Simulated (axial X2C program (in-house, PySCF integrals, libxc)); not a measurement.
**Spin–orbit effects along a row: molecules with B (ions), HF**

All values come from calculations with an axial X2C code built on PySCF integrals, spin-free (one-electron X2C) or two-component (2c: spin–orbit coupling with atomic mean-field Coulomb and Gaunt terms, which also bring small scalar terms), in Dyall basis sets with cores contracted in-house; open shells are unrestricted.

Basis sets: Al dyall-v3z, B dyall-v3z, Cl dyall-av3z, Mg dyall-cv3z, Na dyall-cv3z, P dyall-v3z, S dyall-av3z.

```csv
molecule,spin-free state,Re (Å),ωe (cm⁻¹),De (eV),2c state,Re 2c (Å),ωe 2c (cm⁻¹),De 2c (eV)
NaB⁺,"M_S = 1/2, Λ = 0",2.875,211.4,0.55,Ω = 1/2,2.876,211.4,0.55
MgB⁺,"M_S = 0, Λ = 0",2.613,327.9,0.27,Ω = 0,2.614,327.8,0.27
AlB⁺,"M_S = 1/2, Λ = 0",2.842,219.7,0.60,Ω = 1/2,2.842,219.7,0.60
BP⁺,"M_S = 3/2, Λ = 0",1.837,756.3,1.85,Ω = 3/2,1.837,756.0,1.85
BS⁺,"M_S = 1, Λ = 1",1.699,999.1,2.16,Ω = 2,1.699,998.7,2.17
BCl⁺,"M_S = 1/2, Λ = 0",1.596,1171.7,3.04,Ω = 1/2,1.596,1171.4,2.98
```

**Question.** Work out the shifts from the spin-free to the two-component result.

**Answer.** 

| molecule | 2c state | ΔRe (Å) | Δωe (cm⁻¹) | ΔDe (eV) |
| --- | --- | --- | --- | --- |
| NaB⁺ | Ω = 1/2 | 0.001 | 0.0 | 0.00 |
| MgB⁺ | Ω = 0 | 0.001 | -0.1 | 0.00 |
| AlB⁺ | Ω = 1/2 | 0.000 | 0.0 | 0.00 |
| BP⁺ | Ω = 3/2 | 0.000 | -0.3 | 0.00 |
| BS⁺ | Ω = 2 | 0.000 | -0.4 | 0.01 |
| BCl⁺ | Ω = 1/2 | 0.000 | -0.3 | -0.06 |

Shifts of one unit in the last digit are rounding.

Fragments in 2c: Na+ + B, Mg+ + B, Al+ + B, P + B+, S + B+, Cl + B+. Each entry is the lowest single determinant of a limited PBE0 search at one distance. De goes to single-determinant-based atoms at the same level (for ions the charge split of lowest energy) and is withheld (n/a) where an atom does not fit its ground term or J level. Main or longest-lived isotopes. One determinant is a doubtful description, or other states lie close, for BP⁺, BS⁺; these need not be ground states, and all values refer to the states named. Some open-shell Ω = 0 determinants are out of reach, so the Ω given for BS⁺ need not be the lowest component. With several unpaired electrons the Ω given is that of one determinant, not necessarily of the lowest component. Some light 2c atoms are not at their ground J level, so De misses part of their lowering (0.04 eV or less).
